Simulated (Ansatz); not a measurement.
Reaction (SMILES): C (CH4) → C atom + 4 H atom
B3LYP-D3(BJ)/def2-TZVP geometries, fixed; electronic energies without zero-point terms.

Basis-set convergence of the atomisation energy at HF with Ansatz (a quantum-chemistry and plane-wave program). Cartesian d functions, on some or all atoms, in 6-31G*; all else is spherical. Open shells are unrestricted. No added dispersion term, no relativity. Functions are those of the species that has most. Reference: the value in def2-QZVPPD, 328.24 kcal/mol, itself unsure by roughly 0.18 kcal/mol (its mean distance from pcseg-3, def2-QZVPP, cc-pVQZ). Deviations are taken from unrounded values.

```
basis              functions  atomisation energy (kcal/mol)  minus reference (kcal/mol)
-----------------  ---------  -----------------------------  --------------------------
3-21G                     17                         320.60                       -7.64
6-31G                     17                         319.81                       -8.43
def2-SV(P)                22                         322.87                       -5.36
6-31G*                    23                         327.12                       -1.12
cc-pVDZ                   34                         323.20                       -5.04
pcseg-1                   34                         328.38                        0.14
6-311G**                  42                         326.72                       -1.52
aug-cc-pVDZ               59                         322.87                       -5.36
6-311++G(2d,2p)           67                         327.92                       -0.32
def2-TZVPD                73                         327.16                       -1.08
jun-cc-pV(T+d)Z           95                         327.81                       -0.43
6-311++G(3df,3pd)        111                         328.16                       -0.08
aug-pcseg-2              138                         328.83                        0.59
```
